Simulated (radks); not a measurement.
# O⁴⁺ in 1s1.5 2s2 3s0.5: an all-electron calculation

What are the levels of the oxygen ion O4+, how large are its shells, and how does its energy divide?

The numbers are computed with radks (a radial shooting solver on a logarithmic mesh, Libxc functionals) version 1 (scalar-relativistic Kohn-Sham, RPBE, spin-polarised, spherical densities, finite nucleus; open shells are filled with parallel spins first), except any that are marked as measured or tabulated.

## 1. The system

| Quantity | Value |
| --- | --- |
| element | oxygen (Z = 8) |
| charge | +4 |
| electrons | 4 |
| configuration | 1s1.5 2s2 3s0.5 |
| nuclear rms radius | 2.6991 fm |

## 2. The run

Input:

```text
Z 8
configuration 1s1.5 2s2 3s0.5
relativity scalar-relativistic
functional rpbe,pbe
spin polarised
nucleus finite rms 2.6991 fm
c 137.035999084
```

Launch:

```
$ python run_ks.py task.json out
```

All runs below come from this command, one after another.

Q: Predict the outcome of this run.

**Answer**, as computed:

| quantity | value |
| --- | --- |
| total energy | -57.39438 hartree |
| exchange-correlation share of it | 8.61 % |
| −T/E | 1.0002 |
| highest occupied level | 3s up, -40.605 eV |
| most extended occupied level | 3s up, <r> = 2.27 bohr |
| radius at density 0.001 e/bohr³ | 3.11 bohr |
| maxima of the radial density | 2 |

**Reading.** 3 principal shells are occupied and 2 maxima appear in the radial density; where shells overlap, one shows as a shoulder or not at all. This is not the tabulated ground configuration, so its levels and sizes aren't those of the ground state, and no measured value stands beside it.
